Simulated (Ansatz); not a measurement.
**MgNaH (singlet): wave-function methods side by side at distance Mg2–H3 = 2.414 Å, cc-pVTZ**

The task here is to estimate one member of a computed series from the others.

Method: cc-pVTZ, core rule «outside noble gas», up to 10 orbitals frozen; program: Ansatz 0.2.0, Gaussian basis.

Plan: UHF; CCSD(T) on RHF; BCCD(T) on RHF; CCSDT(Q) on RHF; Full CI.

42 further runs of the same task are left out: 22 for a known fault of the program, 13 that didn't finish, 7 set aside as unsound or not needed.

## The geometry

The geometry derives from a PBE0/def2-TZVP stationary point (not a proven minimum). One bond is set to the value named and the two fragments are kept rigid.

3 atoms, charge 0, spin multiplicity 1.

Atoms are counted from 1 here; the program's logs count them from 0.

Bond lengths: Na1–Mg2 3.016 Å.

Set-up of the first run:

File in.yaml:

```yaml
crystal:
  periodic: [false, false, false]
  atoms:
    - {symbol: Na, position_ang: [0.000000, 0.000000, -2.815400]}
    - {symbol: Mg, position_ang: [0.000000, 0.000000, 0.200700]}
    - {symbol: H, position_ang: [0.000000, 0.000000, 2.614700]}
basis:
  gaussian: {orbitals: cc-pVTZ}
magnetization: {spin_polarized: true, initial_magnetization: 0}
hamiltonian: {xc: hf}
output: {orbitals: {seedname: orbitals}}
```

The run is started by

```
> ansatz run in.yaml --threads 1 --pin off --events-out ev --progress --plain --max-ram 2393MiB
```

Steps of the session up to this table: UHF; CCSD(T) on RHF; BCCD(T) on RHF; CCSDT(Q) on RHF; Full CI.

One of the session's tables, all rows but one given; the rest of the session is left out.

```
   method  from FCI (kcal/mol)
      RHF                    ?
     RMP2               +13.27
    RCCSD                +1.18
 RCCSD(T)                +0.34
  BCCD(T)                +0.33
   RCCSDT                +0.05
RCCSDT(Q)                +0.01
      FCI                    0
```

Estimate the missing values for RHF.

**Answer.** from FCI (kcal/mol): +46.56. In the column «from FCI (kcal/mol)» it is the highest.
